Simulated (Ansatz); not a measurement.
System: BF3, charge 0, singlet. BF3 (SMILES FB(F)F).
B3LYP-D3(BJ)/def2-TZVP minimum from Ansatz (a quantum-chemistry and plane-wave program):
```xyz
4

B      0.0000     0.0000     0.0000
F      0.0168     1.3152     0.0316
F      1.1308    -0.6724    -0.0050
F     -1.1476    -0.6428    -0.0266
```
Charge 0, spin multiplicity 1.

Total energies in cc-pVDZ, 24 correlated electrons, 4 frozen orbitals. Open shells are spin-unrestricted; no spin-orbit coupling. Cores are frozen in correlated methods. No relativity.

| method | program | energy (Eh) | minus CCSDT(Q) (mEh) |
|---|---|---|---|
| HF | Ansatz | -323.20091 | 656.26 |
| MP2 | Ansatz | -323.83854 | 18.62 |
| CCSD | Ansatz | -323.84449 | 12.67 |
| CCSD(T) | Ansatz | -323.85540 | 1.77 |
| CCSDT(Q) | Ansatz | -323.85716 | 0.00 |

Rough core times of Ansatz's runs on a shared machine: CCSD(T) under 20 s, CCSDT(Q) 3 min.
